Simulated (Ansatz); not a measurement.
# SiC (triplet): the correlation ladder, cc-pVTZ

The task here is to estimate one member of a computed series from the others.

The runs use Ansatz 0.2.0, Gaussian basis; cc-pVTZ, core rule «outside noble gas», up to 6 orbitals frozen.

Plan: UHF; CCSD(T) on ROHF; CCSD(T) on UHF; BCCD(T) on ROHF; CISD; CCSDT(Q) on ROHF; CCSDT(Q) on UHF; CASSCF and MRCISD+Q, 8 electrons in 8 orbitals; CASSCF and NEVPT2, 8 electrons in 8 orbitals.

4 further runs of the same task are left out: 4 set aside as unsound or not needed.

**The system**

The geometry is a PBE0/def2-TZVP stationary point (not a proven minimum) of the parent state, kept for this charge and spin.

2 atoms, charge 0, spin multiplicity 3.

Atoms are counted from 1 here; the program's logs count them from 0.

Bond lengths: Si1–C2 1.636 Å.

Set-up of the first run:

Contents of in.yaml:

```yaml
crystal:
  periodic: [false, false, false]
  atoms:
    - {symbol: Si, position_ang: [0.000000, 0.000000, 0.000000]}
    - {symbol: C, position_ang: [0.000000, 0.000000, 1.635786]}
basis:
  gaussian: {orbitals: cc-pVTZ}
magnetization: {spin_polarized: true, initial_magnetization: 2}
hamiltonian: {xc: hf}
output: {orbitals: {seedname: orbitals}}
```

On the command line:

```console
ansatz run in.yaml --threads 1 --pin off --events-out ev --progress --plain --max-ram 2816MiB --backend cpu
```

Among the steps run: UHF; CCSD(T) on ROHF; CCSD(T) on UHF; BCCD(T) on ROHF; CISD; CCSDT(Q) on ROHF; CCSDT(Q) on UHF; CASSCF and MRCISD+Q, 8 electrons in 8 orbitals; CASSCF and NEVPT2, 8 electrons in 8 orbitals.

One of the session's tables, all rows but one given; the rest of the session is left out.

```
          method  from RCCSDT(Q) (kcal/mol)
            ROHF                    +150.94
             UHF                    +141.26
            RMP2                     +28.65
            UMP2                     +36.37
            CISD                     +20.05
           RCCSD                          ?
           UCCSD                     +10.32
        RCCSD(T)                      +1.87
        UCCSD(T)                      +2.43
         BCCD(T)                      +1.88
          RCCSDT                      +0.75
          UCCSDT                      +0.72
       RCCSDT(Q)                          0
       UCCSDT(Q)                      -0.07
  CASSCF valence                     +97.29
  NEVPT2 valence                     +20.88
  MRCISD valence                      +7.76
MRCISD+Q valence                      +1.27
```

**Question.** Estimate the row for RCCSD.

**Answer.** from RCCSDT(Q) (kcal/mol): +10.37. In the column «from RCCSDT(Q) (kcal/mol)» it lies between UCCSD (+10.32) and CISD (+20.05).

Some runs used a GPU and others CPU threads alone; cost is compared among the CPU runs only.

Among the levels timed on like hardware, those that no quicker one beats, quickest first: CISD (3.6 s, +20.05 kcal/mol); RCCSD(T) (4.3 s, +1.87 kcal/mol).

Limits of these values: Warnings: spin contamination; large T1 diagnostic. Restricted and unrestricted rows rest on different reference determinants; where their highest levels disagree by more than a few hundredths of an eV, they describe different states and don't form one ladder.
